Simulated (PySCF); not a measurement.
# Bonding in `[O-]c1cccs1`

Species: C4H3OS (charge -1).
SMILES with atom numbers: `[O-:1][c:2]1[cH:3][cH:4][cH:5][s:6]1` (hydrogens: H7 on C3; H8 on C4; H9 on C5)

Bond orders from the PBE0/pcSseg-1 density (PySCF). Isolated species at its PBE0-D3(BJ)/def2-SVP geometry, gas phase. The pcSseg-1 basis has no diffuse functions, a weakness for an anion. The HOMO energy is positive at this level (+0.03 eV), so the outermost electrons may be held by the finite basis alone.

Question: Where do the orders between heavy atoms depart from those drawn in the SMILES?

Answer: The largest departure is 0.781, at O1–C2 (drawn single, 1.781), counting aromatic bonds as 1.5. Drawn single, order above 1.12: O1–C2 (1.781). The bonds drawn aromatic range from 0.91 to 1.57. The SMILES, with its formal charges, is one Lewis structure only.

Question: Give the Mayer order of every bond between heavy atoms, beside its length.

Answer: 
```tsv
bond	drawn as	length (Å)	Mayer order
O1–C2	single	1.228	1.781
C2–C3	aromatic	1.411	1.342
C3–C4	aromatic	1.419	1.260
C4–C5	aromatic	1.371	1.575
C5–S6	aromatic	1.744	1.053
S6–C2	aromatic	1.882	0.910
```

Bonds between the same two heavy elements. C–C: lowest C3–C4 (1.260, 1.419 Å), highest C4–C5 (1.575, 1.371 Å). C–S: lowest S6–C2 (0.910, 1.882 Å), highest C5–S6 (1.053, 1.744 Å).

Question: And the bonds to hydrogen?

Answer: C–H: 0.97 to 0.98 (3 bonds).

Question: Sum the orders of all bonds at each heavy atom with more than one neighbour and set the sums beside the valence in the SMILES.

Answer: C2 4.033 (drawn 4), C3 3.570 (drawn 4), C4 3.811 (drawn 4), C5 3.594 (drawn 4), S6 1.963 (drawn 2). Orders between atoms that aren't bonded are not in these sums.

Mayer orders depend on the basis set.
